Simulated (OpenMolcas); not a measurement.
# One shape, several levels: Si2H5Cl (SMILES [SiH3][SiH2]Cl)

Wanted: a comparison of 6 runs (HF/3-21G, B3LYP/6-31G*, B3LYP/cc-pVDZ, M06-L/cc-pVDZ, SVWN5/cc-pVDZ, CCSD(T)/cc-pVDZ) of Si2H5Cl. 

The calculation is run with OpenMolcas 26.06.

1 further run of the same task is left out (set aside as unsound or not needed).

### Step 1. The system as given

The species is Si2H5Cl (8 atoms), meant as a singlet with charge 0. As SMILES, `[SiH3][SiH2]Cl`. The coordinates come from a PBE0-D4/def2-TZVP relaxation.

Bond lengths: Si1–Si2 2.338 Å, Si2–Cl3 2.065 Å, Si1–H4 1.488 Å, Si1–H5 1.486 Å, Si1–H6 1.486 Å, Si2–H7 1.485 Å, Si2–H8 1.485 Å. Some angles: Si1–Si2–Cl3 108.7°, Si1–Si2–H7 111.9°, Si1–Si2–H8 111.8°, Cl3–Si2–H7 107.7°, Cl3–Si2–H8 107.7°, Si2–Si1–H4 109.6°, Si2–Si1–H5 109.6°, Si2–Si1–H6 109.6°, H7–Si2–H8 108.8°, H4–Si1–H5 109.3°.

### Step 2. Energy and forces at HF/3-21G (run 1)

Input file job.input:

```
&GATEWAY
  BASLIB = $CurrDir
  COORD
  8
  angstrom
  Si      -0.706500       0.881800      -0.390300
  Si       0.573400      -0.938800       0.325900
  Cl       2.431600      -0.252900       0.908000
  H       -2.053000       0.410100      -0.813000
  H       -0.034300       1.540700      -1.540000
  H       -0.854500       1.855700       0.722100
  H       -0.041800      -1.622800       1.491400
  H        0.777200      -1.930900      -0.759900
  BASIS = 3-21G
  GROUP = NoSym

&SEWARD

&SCF
  THRESHOLDS = 1e-10 1e-07 1e-07 1e-05
  PRORBITALS = 1 1

&ALASKA
```

The basis set 3-21G is read from a file made from the Basis Set Exchange's data (not shown).

The run is started by

```
export MOLCAS_MEM=1860
pymolcas job.input > job.log
```

The program printed:

```text
--- Start Module: gateway ---
[...]
--- Stop Module: gateway /rc=_RC_ALL_IS_WELL_ ---
[...]
      Basis functions           49
[...]
--- Start Module: scf ---
[...]
       Convergence after  10 Iterations
[...]
::    Total SCF energy                              -1035.0061969837
[...]
      Total spin, S                                     0.0000000000
[...]
      Total electronic charge=   50.000000
      Total            charge=   -0.000000
[...]
      Dipole Moment (debye):
      Origin of the operator (angstrom)=    0.8241   -0.1061    0.3027
                   X= -2.7026E+00               Y= -5.5008E-01               Z= -9.0662E-01           Total=  2.9032E+00
      Quadrupole Moment (debye*angstrom):
[...]
--- Stop Module: scf /rc=_RC_ALL_IS_WELL_ ---
[...]
--- Start Module: alaska ---
[...]
 *              Molecular gradients               *
 **************************************************
  Irreducible representation: a
 ------------------------------------------------------------------------------------------
                              X                       Y                       Z
 ------------------------------------------------------------------------------------------
  SI1               4.90911425577778E-03   -7.62467058763061E-03    2.84306656782363E-03
  SI2               3.90814244293640E-02    2.31818499356145E-02    1.10443670269598E-02
  CL3              -4.25872692649101E-02   -1.52445401914210E-02   -1.34054419878833E-02
  H4               -5.03230086230211E-04    8.22476132376293E-04   -2.99067006503062E-04
  H5               -1.59883675236117E-04    6.18106197378232E-04   -2.44249746781833E-04
  H6               -2.26796136938878E-04    6.65458575749067E-04   -7.56070283425281E-05
  H7               -6.59466931338670E-04   -1.06416351539496E-03    1.18748797457391E-03
  H8                1.46107409467300E-04   -1.35451654667929E-03   -1.05055579983526E-03
[...]
--- Stop Module: alaska /rc=_RC_ALL_IS_WELL_ ---
[...]
```

It took 6 s on 1 thread of AMD EPYC 7R43 (Zen 3), shared host; peak memory 0.38 GiB.

### Step 3. Energy and forces at B3LYP/6-31G(d) (Cartesian functions) (run 2)

Input file job.input:

```
* ClH5Si2 Kohn-Sham DFT

&GATEWAY
 BASLIB
 $CurrDir
 COORD
 8
 angstrom
 Si      -0.706500       0.881800      -0.390300
 Si       0.573400      -0.938800       0.325900
 Cl       2.431600      -0.252900       0.908000
 H       -2.053000       0.410100      -0.813000
 H       -0.034300       1.540700      -1.540000
 H       -0.854500       1.855700       0.722100
 H       -0.041800      -1.622800       1.491400
 H        0.777200      -1.930900      -0.759900
 BASIS
 6-31Gs
 GROUP
 NoSym

&SEWARD
 GRIDINPUT
 Grid=UltraFine
 End of Grid

&SCF
 KSDFT
 B3LYP
 THRESHOLDS
 1e-10 1e-07 1e-07 1e-05
 PRORBITALS
 1

&ALASKA
```

The basis set 6-31G* is read from a file made from the Basis Set Exchange's data (not shown).

The run is started by

```
export MOLCAS_MEM=1860
pymolcas job.input > job.log
```

The program printed:

```text
--- Start Module: gateway ---
[...]
--- Stop Module: gateway /rc=_RC_ALL_IS_WELL_ ---
[...]
      Basis functions           67
[...]
--- Start Module: scf ---
[...]
       Convergence after  12 Iterations
[...]
::    Total KS-DFT energy                           -1042.2292700074
[...]
      Total spin, S                                     0.0000000000
[...]
      Total electronic charge=   50.000000
      Total            charge=   -0.000000
[...]
      Dipole Moment (debye):
      Origin of the operator (angstrom)=    0.8241   -0.1061    0.3027
                   X= -1.6392E+00               Y= -3.2043E-01               Z= -5.5145E-01           Total=  1.7589E+00
      Quadrupole Moment (debye*angstrom):
[...]
--- Stop Module: scf /rc=_RC_ALL_IS_WELL_ ---
[...]
--- Start Module: alaska ---
[...]
 *              Molecular gradients               *
 **************************************************
  Irreducible representation: a
 ------------------------------------------------------------------------------------------
                              X                       Y                       Z
 ------------------------------------------------------------------------------------------
  SI1               9.35435312996447E-04   -5.67302541963244E-04    4.23937661476970E-04
  SI2               7.01357471156605E-03    3.09496144386756E-03    2.13510987352583E-03
  CL3              -9.51967548443022E-03   -2.65895664765292E-03   -3.09990086345113E-03
  H4                6.23132358828826E-04   -2.15930458395519E-04    2.53528203216113E-04
  H5                2.15725494655095E-04   -4.93509810214565E-04    3.22143156517907E-04
  H6                3.24856949473706E-04   -5.16889683236599E-04    1.20103810981043E-05
  H7                2.68083704863198E-04    6.48774268241947E-04   -1.92908244841750E-04
  H8                1.38866952127170E-04    7.08853429397749E-04    1.46079832475277E-04
[...]
--- Stop Module: alaska /rc=_RC_ALL_IS_WELL_ ---
[...]
```

Wall time 42 s (1 thread of AMD EPYC 7R43 (Zen 3), shared host); peak memory 0.4 GiB.

Runs 3 to 5 aren't shown in full; the table further down has their settings and results.

### Step 4. A single-point energy at CCSD(T)/cc-pVDZ (run 6)

Input file test.inp:

```
* ClH5Si2 CCSD(T)
>>> EXPORT MOLCAS_PRINT=2

&GATEWAY
  BasLib=$CurrDir
  Coord
  8
  bohr
  Si    -1.33509151     1.66636050    -0.73756011
  Si     1.08356896    -1.77407489     0.61586174
  Cl     4.59505804    -0.47791174     1.71587132
  H     -3.87960773     0.77497668    -1.53634734
  H     -0.06481761     2.91150104    -2.91017823
  H     -1.61477097     3.50676477     1.36457123
  H     -0.07899055    -3.06664756     2.81833754
  H      1.46869514    -3.64887217    -1.43600288
  Basis=cc-pVDZ
  Group=NoSym

&SEWARD

&SCF
  Thresholds=1e-10 1e-07 1e-07 1e-05
  PrOrbitals=1 1

&RASSCF
  FileOrb=$Project.ScfOrb
  Spin=1
  Nactel=0 0 0
  Inactive=25
  Ras2=0
  OutOrbitals=Canonical
  OrbListing=NoCore

&MOTRA
  JobIph
  Frozen=15

&CCSDT
  CCT
  Triples=2
  Iterations=80
  Accuracy=1e-08
  Extrapolation=5 4
```

The basis set cc-pVDZ is read from a file made from the Basis Set Exchange's data (not shown).

The run is started by

```
export MOLCAS_MEM=1860
pymolcas test.inp > test.log
```

The program printed:

```text
--- Start Module: gateway ---
[...]
--- Stop Module: gateway /rc=_RC_ALL_IS_WELL_ ---
[...]
      Basis functions           79
[...]
       Convergence after  12 Iterations
[...]
::    Total SCF energy                              -1040.3167690331
[...]
      Total spin, S                                     0.0000000000
[...]
      Number of active orbitals                  0
[...]
      Spin quantum number                      0.0
[...]
      Active orbitals                            0
[...]
      Number of CSFs                             1
[...]
      Number of root(s) required                 1
[...]
      Convergence after  4 iterations
[...]
      Natural orbitals and occupation numbers for root  1
      ************************************************************************************************************************
      *                                                    Final results                                                     *
      ************************************************************************************************************************
[...]
::    RASSCF root number  1 Total energy:  -1040.31676903
[...]
      Total electronic charge=   50.000000
      Total            charge=   -0.000000
[...]
      Dipole Moment (debye):
      Origin of the operator (angstrom)=    0.8241   -0.1061    0.3027
                   X= -1.6065E+00               Y= -3.1451E-01               Z= -5.4014E-01           Total=  1.7238E+00
      Quadrupole Moment (debye*angstrom):
[...]
--- Start Module: motra ---
[...]
      *** WARNING: Default frozen orbitals is overwritten by user input.
      *** Default values:   9
[...]
--- Stop Module: motra /rc=_RC_ALL_IS_WELL_ ---
[...]
--- Start Module: ccsdt ---
[...]
      Convergence after                    14  Iterations
      Total energy (diff) :   -1040.71013120      -0.00000001
[...]
 METHOD                       : CCSD+T(CCSD)+<T3(1)WT1> = CCSD(T)
[...]
       CCSD     =     -1040.7101312000580
[...]
--- Stop Module: ccsdt /rc=_RC_ALL_IS_WELL_ ---
[...]
```

Run time: 38 s. Hardware: 1 thread of AMD EPYC 7R43 (Zen 3), shared host; peak memory 0.44 GiB.

### Step 5. The series

| run | level | Cartesian functions | integration grid | energy (Eh) | dipole moment (D) of the reference | HOMO energy (eV) | LUMO energy (eV) | wall time |
| --- | --- | --- | --- | --- | --- | --- | --- | --- |
| 1 | HF/3-21G | no | – | -1035.006197 | 2.90 | -11.10 | 2.63 | 6 s |
| 2 | B3LYP/6-31G* (Cartesian functions) | yes | UltraFine | -1042.229270 | 1.76 | -7.94 | -0.59 | 42 s |
| 3 | B3LYP/cc-pVDZ | no | UltraFine | -1042.278863 | 1.45 | -7.91 | -0.47 | 55 s |
| 4 | M06-L/cc-pVDZ | no | UltraFine | -1042.224869 | 1.59 | -7.25 | -0.80 | 75 s |
| 5 | SVWN5/cc-pVDZ | no | UltraFine | -1038.365388 | 1.39 | -6.99 | -1.38 | 39 s |
| 6 | CCSD(T)/cc-pVDZ | no | – | -1040.719080 | 1.72 | -10.96 | 3.02 | 38 s |

### Step 6. Summary of results

| quantity | value |
| --- | --- |
| run 6: total energy | -1040.71908 Eh |
| run 6: dipole moment (mean-field density) | 1.72 D |
| run 6: HOMO energy (Hartree–Fock orbitals) | -10.96 eV |
| run 6: LUMO energy (Hartree–Fock orbitals) | 3.02 eV |
| run 6: HOMO–LUMO gap (Hartree–Fock orbitals) | 13.98 eV |
| run 6: correlation energy (15 core orbitals frozen) | -402.3 mEh |
| run 6: (T) correction | -8.95 mEh |

Over runs 1, 2, 3, 4, 5 the dipole moment (its size) runs from 1.39 D (SVWN5/cc-pVDZ) to 2.90 D (HF/3-21G). The two ends differ in method and basis. Over runs 1, 2, 3, 4, 5 the HOMO–LUMO gap runs from 5.60 eV (SVWN5/cc-pVDZ) to 13.73 eV (HF/3-21G). Totals of different functionals can't be ranked against each other. All runs together took 4.3 min, the longest 75 s.
